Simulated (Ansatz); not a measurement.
Two isomers of BH2O: A = `[BH]O`•, B = `B[O]`•.

Program: Ansatz. Geometries: PBE0-D4/def2-TZVP. ΔE: electronic, gas phase. CCSD(T)/CBS is extrapolated from def2-TZVPP and def2-QZVPP, frozen cores. DFT in def2-TZVPP. Open shells (•) are unrestricted, without spin–orbit coupling.

A:

```xyz
4

B     0.150    0.365    0.470
O    -0.255   -0.432   -0.519
H     1.282    0.763    0.518
H    -1.178   -0.696   -0.469
```

B:

```xyz
4

B     0.001   -0.014   -0.013
O    -0.102    0.924    0.854
H    -0.358    0.177   -1.153
H     0.459   -1.087    0.312
```

**Question.** Which is lower in electronic energy at CCSD(T)/CBS, and by how much? (Best estimate.)

**Answer.** Computed: A, by 0.6 kcal/mol.

**Question.** Give E(B) − E(A) in kcal/mol with ωB97M-V, CCSD(T)/def2-TZVPP, MP2/def2-TZVPP, LDA (SPW92), r2SCAN-D4, HF/def2-TZVPP, CCSD/def2-TZVPP. (Best estimate.)

**Answer.** The calculation gave: ωB97M-V -3.1, CCSD(T)/def2-TZVPP -0.5, MP2/def2-TZVPP 9.9, LDA (SPW92) -3.3, r2SCAN-D4 -3.9, HF/def2-TZVPP -6.0, CCSD/def2-TZVPP -0.7. The order is the other way round with ωB97M-V, CCSD(T)/def2-TZVPP, LDA (SPW92), r2SCAN-D4, HF/def2-TZVPP, CCSD/def2-TZVPP.

**Question.** Does the order hold for the free energy at 298.15 K (harmonic terms from PBE0-D4)? (An estimate is asked.)

**Answer.** The calculation gave: No: G(B) − G(A) = -1.6 kcal/mol.

Largest T1 diagnostic: 0.040.

In def2-TZVPP, CCSD(T) changes the Hartree–Fock value by +5.5 kcal/mol (the triples alone add +0.2 kcal/mol) and MP2 by +15.9 kcal/mol. At CCSD(T), def2-SVP lies −3.7 kcal/mol from the extrapolated value and def2-TZVPP −1.0 kcal/mol.
